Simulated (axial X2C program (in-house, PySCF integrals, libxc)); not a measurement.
# AlC⁻: from the spin-free to the two-component result

All values were computed with an in-house relativistic program for diatomic molecules. Spin-free means the one-electron spin-free X2C Hamiltonian; two-component (2c) means X2C with spin–orbit coupling and atomic mean-field two-electron Coulomb and Gaunt terms, so the difference of the two also holds small scalar two-electron terms. Basis: Al dyall-av3z [9s9p3d2f], C dyall-av3z [8s7p3d2f] (cores contracted in-house); Gaussian nuclei, density fitting, unrestricted open shells. Masses: Al 26.982 u, C 12.000 u.

Spin-free state: M_S = 1, Λ = 1 (beyond evenly filled blocks: σα, π+α, π+β, π-α); fragments Al + C-.

```tsv
level	Re (Å)	ωe (cm⁻¹)	De (eV)	μ (D)
PBE0	1.887	705.2	3.075	-1.56
HF	1.980	566.8	2.161	0.60
CCSD	1.893	699.1	2.923	n/a
CCSD(T)	1.890	719.2	3.087	n/a
TPSSh	1.896	696.9	3.039	-1.41
```

Correlated methods: 8 electrons correlated (number of frozen shells: Al 2 s, 1 p; C 1 s), 204 virtual spin orbitals or spinors in MP2, 90 natural virtuals in coupled cluster.

Dipoles are positive if C is the positive end and refer to the centre of mass.

Two-component determinant lowest at the distance of the search:

Ω = 2 (⟨Sz⟩ = 1.00, ⟨Lz⟩ = 1.00 at HF); fragments Al + C-.

```
  level  Re (Å)  ωe (cm⁻¹)  De (eV)  μ (D)
   PBE0   1.887      705.2    3.078  -1.56
     HF   1.980      566.6    2.116   0.60
   CCSD   1.893      699.0    2.917    n/a
CCSD(T)   1.890      719.2    3.082    n/a
  TPSSh   1.896      696.8    3.042  -1.41
```

(1) From the two tables, how do the constants change at the CCSD(T) level (2c against spin-free)?

One determinant describes the state; a PBE0 search over occupations chose it and may have missed a lower one. De is counted from the lowest determinant-based energies of the atoms at the same level, without counterpoise correction. Density functionals use the spin component along the axis (collinear). Coupled cluster ran in a truncated set of natural virtual spinors; the MP2 energy of the rest was added. (T) has no such correction and the atoms are truncated less, which lowers De at CCSD(T) by a hundredth of an eV or more. The 2c atoms are single determinants rather than J levels; their spin–orbit lowering is only partly caught, and De is too large by that part. This holds for PBE0, TPSSh. Other states lie close and PBE0, whose exact exchange favours high spin, may order them wrongly; the determinant shown need not be the ground state. The nearest other spin-free determinant of the search, M_S = 1, Λ = 0, lies 0.07 eV up at the distance of the search. Without a current term, density functionals place determinants with orbital angular momentum somewhat too high. With several unpaired electrons one determinant need not be a pure state. A state of lower Ω lies just above, and one determinant can place such states too high, so the state shown need not be the lowest. The search has Ω = 1 only 0.07 eV up. Open-shell Ω = 0 determinants with evenly filled partner blocks cannot be reached by this program, so the Ω shown need not be the lowest component. The highest occupied level of some functionals is positive through self-interaction error; at Hartree–Fock it is bound. The determinant is spin-polarised beyond a pure state at some levels (its spin-free form has ⟨S²⟩ too high), which makes Re and μ there less reliable. The T1 diagnostic is large, a sign of multireference character. Hartree–Fock gets electron affinities wrong, so its lowest charge split need not be the true one.

## Answers

(1) At the CCSD(T) level Re is unchanged within 0.001 Å and ωe stays the same within 0.2 cm⁻¹; De changes by -0.005 eV.
